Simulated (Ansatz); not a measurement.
Input file:

```yaml
crystal:
  periodic: [false, false, false]
  atoms:
    - {symbol: B, position_ang: [-0.114887, 0.000009, 0.089052]}
    - {symbol: H, position_ang: [0.311423, 0.539087, -0.991887]}
    - {symbol: H, position_ang: [0.609492, -0.000048, 1.028622]}
    - {symbol: H, position_ang: [0.311340, -0.539134, -0.991888]}
basis:
  gaussian: {orbitals: STO-3G, point_charges: [{charge: 0.50, position_ang: [5.470, -0.869, -0.361]}]}
total_charge: 1
magnetization: {spin_polarized: true, initial_magnetization: 3}
correlation: {method: ccsdt_q, electrons: outside_noble_gas}
accuracy: high
```

```sh
$ ansatz run in.yaml --threads 1 --pin off --events-out ev --progress --plain --max-ram 2393MiB
```

(1) Roughly how long does this take on 1 thread of Intel Xeon Platinum 8259CL, shared host, and how much host memory?

```
108 factors; integrals over basis functions are off by at most 3.7e-8 eV
mean field evaluation 1: about -689.9276 eV, gradient 6.9e0 eV
mean field evaluation 2: about -689.9480 eV, gradient 6.8e0 eV
mean field evaluation 4: about -690.8784 eV, gradient 1.4e0 eV
mean field evaluation 8: about -690.9711 eV, gradient 3.7e-2 eV
mean field evaluation 16: about -690.6073 eV, gradient 3.3e0 eV
mean field -690.97113452 eV, -25.3927208365 hartree, gradient 6.7e-9 eV, S^2 3.750183; 0 other end points of the search recorded, 0 dependent functions left out
1 core orbitals not correlated: weight in the atoms' cores, before any rotation towards them, 1.000 or more for the frozen orbitals, at most 0.000 for the correlated occupied ones
reference -690.97113452 eV, -25.3927208365 hartree; 4, 1 occupied and 3, 6 virtual orbitals, 108 factors
second order -0.59016395 eV of doubles, -0.00000000 eV of singles
cycle   1  -0.79479829 eV  change   -2.0e-1 eV  update   4.1e-2
cycle   2  -0.92502632 eV  change   -1.3e-1 eV  update   2.2e-2
cycle   3  -0.95114169 eV  change   -2.6e-2 eV  update   1.1e-2
cycle   4  -0.95776270 eV  change   -6.6e-3 eV  update   3.3e-3
cycle   5  -0.95470179 eV  change    3.1e-3 eV  update   7.8e-4
cycle   6  -0.95578062 eV  change   -1.1e-3 eV  update   2.7e-4
cycle   7  -0.95544025 eV  change    3.4e-4 eV  update   6.1e-5
cycle   8  -0.95553249 eV  change   -9.2e-5 eV  update   1.9e-5
cycle   9  -0.95552135 eV  change    1.1e-5 eV  update   3.8e-6
cycle  10  -0.95552187 eV  change   -5.2e-7 eV  update   1.3e-6
cycle  11  -0.95552089 eV  change    9.8e-7 eV  update   3.3e-7
cycle  12  -0.95552097 eV  change   -7.7e-8 eV  update   9.7e-8
cycle  13  -0.95552090 eV  change    7.0e-8 eV  update   2.6e-8
cycle  14  -0.95552092 eV  change   -2.9e-8 eV  update   1.1e-8
cycle  15  -0.95552091 eV  change    9.6e-9 eV  update   1.6e-8
cycle  16  -0.95552091 eV  change    4.3e-9 eV  update   6.8e-9
cycle  17  -0.95552091 eV  change    1.3e-9 eV  update   1.7e-9
cycle  18  -0.95552091 eV  change   4.7e-10 eV  update  6.0e-10
perturbative correction 0.00000304 eV, 0.0000001116 hartree
Total energy: -691.92665239 eV, -25.4278354706 hartree
```

Answers

(1) 0.36 s wall and 0.17 GiB.
